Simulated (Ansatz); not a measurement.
```yaml
crystal:
  periodic: [false, false, false]
  atoms:
    - {symbol: Al, position_ang: [0.089920, -0.204692, -0.498772]}
    - {symbol: Al, position_ang: [1.354175, 0.959839, 1.361103]}
    - {symbol: H, position_ang: [-1.444105, -0.755146, -0.862341]}
basis:
  gaussian: {orbitals: def2-mTZVP, fitting: {mean_field: cc-pVTZ-jkfit}}
total_charge: -1
hamiltonian: {xc: {name: SPW92}, pseudopotentials: {relativity: none}}
```

```sh
$ ansatz run in.yaml --threads 4 --pin off --events-out ev --progress --plain --max-ram 3916MiB
```

Output, abridged:

```
Functional definition: SPW92
272 factors; integrals over basis functions are off by at most 3.1e-1 eV
mean field evaluation 1: about -13150.6311 eV, gradient 1.3e1 eV
mean field evaluation 2: about -13150.0805 eV, gradient 1.4e1 eV
mean field evaluation 4: about -13150.9203 eV, gradient 2.5e0 eV
mean field evaluation 8: about -13150.9015 eV, gradient 3.0e0 eV
mean field evaluation 16: about -13151.0729 eV, gradient 5.7e-5 eV
mean field evaluation 32: about -13150.9602 eV, gradient 1.6e-6 eV
mean field -13151.07288886 eV, -483.2930145483 hartree, gradient 5.5e-6 eV, S^2 0.000000; 4 other end points of the search recorded, 0 dependent functions left out
reference -13151.07291670 eV, -483.2930155713 hartree; 14, 14 occupied and 33, 33 virtual orbitals, 272 factors
Total energy: -13151.07291670 eV, -483.2930155713 hartree
```

Run time 0.3 s (4 threads of Arm Neoverse V2 on a shared host).

The highest occupied level of an anion often lies above zero with these methods, and sets without diffuse functions describe the outer electron poorly. The restricted singlet is unstable towards broken spin symmetry at other levels; at RKS LDA (SPW92)/def2-mTZVP this wasn't settled.
